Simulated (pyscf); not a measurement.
`[OH][B]([F])[F]` + `[NH3]` → `[OH2]` + `[NH2][B]([F])[F]` (four-centre exchange; singlet surface; B–O, H–N broken, H–O, B–N formed). Structures and frequencies: ωB97X-D3(BJ)/def2-SVP in PySCF. Correlated levels are frozen-core, on RHF or UHF. ΔMP2 is the change of the MP2 total energy from the triple- to the quadruple-zeta basis. Energies in kJ/mol from the separated reactants.

```csv
level,barrier,reaction energy
ωB97X-D3(BJ)/def2-TZVP,64.1,+17.4
B3LYP-D3(BJ)/def2-TZVP,70.4,+17.7
PBE0-D3(BJ)/def2-TZVP,52.0,+16.4
ωB97M-D3(BJ)/def2-TZVP,64.6,+18.3
MP2/def2-QZVPP,[?],+14.6
CCSD/def2-TZVPP,79.3,+18.1
CCSD(T)/def2-TZVPP + ΔMP2(QZVPP),[?],[?]
```

Question: What belongs in the gaps?

Answer: 
- MP2/def2-QZVPP, barrier: 66.3
- CCSD(T)/def2-TZVPP + ΔMP2(QZVPP), barrier: 72.5
- CCSD(T)/def2-TZVPP + ΔMP2(QZVPP), reaction energy: +16.2

Of the functionals in the table, B3LYP-D3(BJ) is closest to CCSD(T)/def2-TZVPP + ΔMP2(QZVPP) in the barrier (2.1 kJ/mol apart) and PBE0-D3(BJ) least close (20.4 kJ/mol); that level has limits of its own. On the reactant side the descent ends in an adduct with a B–N contact, 62.5 kJ/mol under the separated species and 126.6 kJ/mol under the saddle at ωB97X-D3(BJ)/def2-TZVP. What is counted as formed (B–N) is already present as a longer contact in the reactant adduct; forming that adduct is a step of its own. The products may also form a dative adduct at H₂N–B(F)–F; it and routes through it were not searched. This is the saddle that the search found; another between the same sides may lie lower. The CCSD(T) − MP2 part came from Ansatz, without density fitting, on the same reference.
